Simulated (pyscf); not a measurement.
Structures and frequencies: ωB97X-D3(BJ)/def2-SVP in PySCF.

SMILES: C=CC1CCC1
```xyz
16

C     -1.1928     0.7066     2.5504
C     -0.7907     0.8321     1.2841
C     -0.2040    -0.2627     0.4485
C     -0.8214    -0.5483    -0.9477
C      0.6050    -0.7748    -1.4976
C      1.1494    -0.0096    -0.2701
H     -1.1140    -0.2499     3.0799
H     -1.6144     1.5503     3.1055
H     -0.8860     1.8081     0.7867
H     -0.1513    -1.1944     1.0358
H     -1.5496    -1.3707    -1.0217
H     -1.2783     0.3625    -1.3684
H      0.8394    -0.3758    -2.4963
H      0.8871    -1.8392    -1.4717
H      2.0616    -0.3836     0.2199
H      1.2836     1.0628    -0.4876
```
Charge 0, spin multiplicity 1.

Problem. What is the homolytic dissociation enthalpy (298 K, ωB97M-D3(BJ)/def2-TZVP) of the C–C bond of cyclic C₆H₁₀ (SMILES C=CC1CCC1), to •HC=CH₂ + cyclic C₄H₇ (SMILES [CH]1CCC1) [doublet]?

Solution. C–C to •HC=CH₂ + cyclic C₄H₇ (SMILES [CH]1CCC1) [doublet]: 100.8 kcal/mol. The 7 functionals that were run give +91.1 (r²SCAN) to +101.1 kcal/mol (ωB97X-D3(BJ)). The radicals are drawn with the spin at the cut bond; how far it spreads was not checked. cyclic C₆H₁₀ (SMILES C=CC1CCC1) lies 25.3 kcal/mol over its isomer cyclohexene, and others may lie lower still (electronic energy, ωB97M-D3(BJ)). cyclic C₄H₇ (SMILES [CH]1CCC1) [doublet] lies 20.6 kcal/mol over its isomer •H₂C–CH=CH–CH₃, and others may lie lower still (electronic energy, ωB97M-D3(BJ)). Other isomers of •HC=CH₂ were not searched in full and may lie lower.
